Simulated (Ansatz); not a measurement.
This geometry of BClFH + H2 (6 atoms, charge 0, multiplicity 1) is a first-order saddle point.

Level of theory: RKS B3LYP/def2-SVP in Ansatz.

```xyz
6
Properties=species:S:1:pos:R:3
B 0.010 -0.279 0.027
Cl 0.019 0.111 2.141
H 1.054 0.135 -0.389
F -1.168 0.075 -0.473
H 0.074 -1.572 0.255
H 0.016 -1.142 1.230
```

Which two structures does it join? (They come from a converged band through this point; their orientation in space is the band's.)

Bonds broken: B1–Cl2, H5–H6. Bonds formed: B1–H5, Cl2–H6. BClFH + H2 becomes BFH2 + ClH.

Image 0:

```xyz
6
Properties=species:S:1:pos:R:3
B -0.024 0.563 0.133
Cl -0.080 1.021 1.826
H 1.022 0.426 -0.438
F -1.154 0.376 -0.511
H 0.033 -2.673 0.550
H 0.209 -2.384 1.231
```

Image 6:

```xyz
6
Properties=species:S:1:pos:R:3
B 0.059 -0.288 -0.536
Cl 0.224 -0.184 2.499
H 0.924 0.548 -0.630
F -1.200 0.101 -0.652
H 0.271 -1.472 -0.426
H -0.273 -1.376 2.536
```

How far does it lie above each of them?

1.50 eV above the first and 0.71 eV above the second. This is the barrier of this one path; another mechanism may lie lower. The orbitals stay closed-shell, which can raise the energy where a bond breaks towards radicals; this wasn't checked here.

Run time: 2.9 min on 1 thread of Arm Neoverse V1 (shared host), peak memory 0.11 GiB.
